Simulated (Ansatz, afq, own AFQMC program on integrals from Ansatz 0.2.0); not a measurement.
## Atomization energy of H$_{2}$O, singlet, worked out

```xyz
3

O     0.0000   -0.0653    0.0000
H     0.0000    0.5184   -0.7615
H     0.0000    0.5184    0.7615
```

Basis cc-pVTZ. Noble-gas cores (and the filled d shells of Ga–Kr and In–Xe) are frozen. AFQMC by an in-house program on the Cholesky factors that Ansatz 0.2.0 writes for its CCSD(T) run. The CISD trial takes its coefficients from CCSD amplitudes. Released means that phaseless walkers are propagated on without the constraint, phases kept. Uncertainties: one standard error, sampling alone.

Total energies in eV. CBS is CCSD(T) at the limit of def2-TZVPP/QZVPP (extrapolated itself); the highest rung of each member is named.

```json
{"member": "O (triplet)", "count": "+1", "CCSD(T)/cc-pVTZ": "-2040.1454", "highest rung in cc-pVTZ": "-2040.1547", "which": "FCI", "CCSD(T)/CBS": "-2040.9924"}
{"member": "H (doublet)", "count": "+2", "CCSD(T)/cc-pVTZ": "-13.6005", "highest rung in cc-pVTZ": "-13.6005", "which": "FCI", "CCSD(T)/CBS": "-13.6059"}
{"member": "H₂O, singlet", "count": "-1", "CCSD(T)/cc-pVTZ": "-2077.1039", "highest rung in cc-pVTZ": "-2077.1157", "which": "CCSDT(Q)", "CCSD(T)/CBS": "-2078.3200"}
```

Problem. Work out the best estimate of the atomization energy: the CCSD(T)/CBS difference plus the step from CCSD(T) to the highest rung.

Solution. Sums with the counts: CCSD(T)/CBS 10.1158 eV, highest rung 9.7600 eV, CCSD(T)/cc-pVTZ 9.7575 eV. The step is 9.7600 − 9.7575 = 0.0025 eV, so the best estimate is 10.1158 + (0.0025) = 10.1183 eV = 976.3 kJ/mol. The basis set is worth 0.358 eV of it. Zero-point, core-correlation and spin–orbit terms aren't in it.

Best estimates are given only where the step beyond CCSD(T) is under 0.3 eV and no member's determinant is very poor (T1 over 0.05, or 0.07 for open shells, ⟨S²⟩ too high by 0.3, two states mixed), so the hardest cases are missing from such tables.

CCSDT and higher add their correlation energy to the determinant of the CCSD(T) run, since their own runs factorise the integrals more tightly (a shift of under 2 meV). Each member of a difference takes its own highest rung, so a best estimate needn't equal the limit plus the step of one row.
